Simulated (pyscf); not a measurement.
PySCF, gas phase, ωB97X-D3(BJ)/def2-SVP geometries.

`[OH][Zn][Cl]` + `[NH3]` → `[OH2]` + `[NH2][Zn][Cl]`
Surface: singlet. Broken: O–Zn, H–N. Formed: H–O, N–Zn. Give ΔE‡ and ΔE from ωB97M-D3(BJ)/def2-TZVP, relative to the separated reactants.

ΔE‡ = -0.08 eV, ΔE = +0.22 eV. Zero-point energy shifts the barrier by 0.00 eV. It is a four-centre exchange, with an imaginary mode of 1016i cm⁻¹. On the reactant side the descent ends in an adduct with a N–Zn contact, 1.02 eV under the separated species and 0.91 eV under the saddle at ωB97X-D3(BJ)/def2-TZVP. On the product side the descent ends in an adduct with a O–Zn contact, 0.57 eV under the separated species and 0.23 eV under the saddle at ωB97X-D3(BJ)/def2-TZVP. At ωB97M-D3(BJ) the saddle lies under the separated reactants, which points to a path from their complex (located at ωB97X-D3(BJ) alone). At ωB97M-D3(BJ) the saddle lies under the separated products, which points to a path from their complex (located at ωB97X-D3(BJ) alone), and parting the products costs more than the saddle. What is counted as formed (N–Zn) is already present as a longer contact in the reactant adduct; forming that adduct is a step of its own. What is counted as broken (O–Zn) persists as a longer contact in the product adduct; parting that adduct is a step of its own. One saddle was located; it need not be the lowest between these sides. Elements up to Kr have no core potential and no relativistic terms here.
